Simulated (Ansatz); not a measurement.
# C3H8O (singlet): the correlation ladder, 6-31G

An exercise on one series of results from a longer session: the logs are not shown, and one member is left open.

Method: 6-31G, core rule «outside noble gas», up to 4 orbitals frozen; program: Ansatz 0.2.0, Gaussian basis.

Plan: UHF; CCSD(T) on RHF; BCCD(T) on RHF; CISD; CCSDT(Q) on RHF; CASSCF and MRCISD+Q, 8 electrons in 8 orbitals; CASSCF and NEVPT2, 8 electrons in 8 orbitals.

21 further runs of the same task are left out: 3 that didn't finish, 18 set aside as unsound or not needed.

## The geometry

The geometry is an MP2(full)/6-31G* stationary point (not a proven minimum).

12 atoms, charge 0, spin multiplicity 1.

Atoms are counted from 1 here; the program's logs count them from 0.

Bond lengths: O1–C2 1.419 Å, O1–C3 1.415 Å, C2–C4 1.512 Å, C2–H5 1.102 Å, C2–H6 1.102 Å, C3–H7 1.090 Å, C3–H8 1.099 Å, C3–H9 1.099 Å, C4–H10 1.092 Å, C4–H11 1.092 Å, C4–H12 1.093 Å. Angles: C2–O1–C3 111.5°, O1–C2–C4 107.8°, O1–C2–H5 110.1°, O1–C2–H6 110.1°, C4–C2–H5 110.8°, C4–C2–H6 110.8°, H5–C2–H6 107.2°, O1–C3–H7 106.9°, O1–C3–H8 111.5°, O1–C3–H9 111.5°, H7–C3–H8 109.2°, H7–C3–H9 109.2°, H8–C3–H9 108.5°, C2–C4–H10 110.1°, C2–C4–H11 110.1°, C2–C4–H12 110.6°, H10–C4–H11 108.5°, H10–C4–H12 108.8° and more.

The first run:

Input file in.yaml:

```yaml
crystal:
  periodic: [false, false, false]
  atoms:
    - {symbol: O, position_ang: [0.017254, -0.682139, 0.000000]}
    - {symbol: C, position_ang: [0.010825, 0.736447, 0.000000]}
    - {symbol: C, position_ang: [1.335343, -1.195427, 0.000000]}
    - {symbol: C, position_ang: [-1.431344, 1.190927, 0.000000]}
    - {symbol: H, position_ang: [0.541787, 1.117086, 0.886881]}
    - {symbol: H, position_ang: [0.541787, 1.117086, -0.886881]}
    - {symbol: H, position_ang: [1.252473, -2.282723, 0.000000]}
    - {symbol: H, position_ang: [1.892154, -0.875323, -0.891710]}
    - {symbol: H, position_ang: [1.892154, -0.875323, 0.891710]}
    - {symbol: H, position_ang: [-1.944038, 0.811207, -0.885855]}
    - {symbol: H, position_ang: [-1.944038, 0.811207, 0.885855]}
    - {symbol: H, position_ang: [-1.491200, 2.282685, 0.000000]}
basis:
  gaussian: {orbitals: 6-31G}
magnetization: {spin_polarized: true, initial_magnetization: 0}
hamiltonian: {xc: hf}
output: {orbitals: {seedname: orbitals}}
```

Command:

```console
> ansatz run in.yaml --threads 1 --pin off --events-out ev --progress --plain --max-ram 2880MiB --backend cpu
```

Among the steps run: UHF; CCSD(T) on RHF; BCCD(T) on RHF; CISD; CCSDT(Q) on RHF; CASSCF and MRCISD+Q, 8 electrons in 8 orbitals; CASSCF and NEVPT2, 8 electrons in 8 orbitals.

One table of the session follows, with a row left open; its other results are not shown here.

```
           method  from RCCSDT(Q) (kJ/mol)
              RHF                  +1182.4
             RMP2                        ?
             CISD                   +174.3
            RCCSD                    +28.0
         RCCSD(T)                     +4.1
          BCCD(T)                     +4.0
           RCCSDT                     +2.2
        RCCSDT(Q)                        0
  CASSCF frontier                   +849.6
  NEVPT2 frontier                   +157.7
  MRCISD frontier                   +103.7
MRCISD+Q frontier                    +18.6
```

Q: Estimate the row for RMP2 from the others.

**Answer.** from RCCSDT(Q) (kJ/mol): +143.2. In the column «from RCCSDT(Q) (kJ/mol)» it lies between MRCISD frontier (+103.7) and NEVPT2 frontier (+157.7).
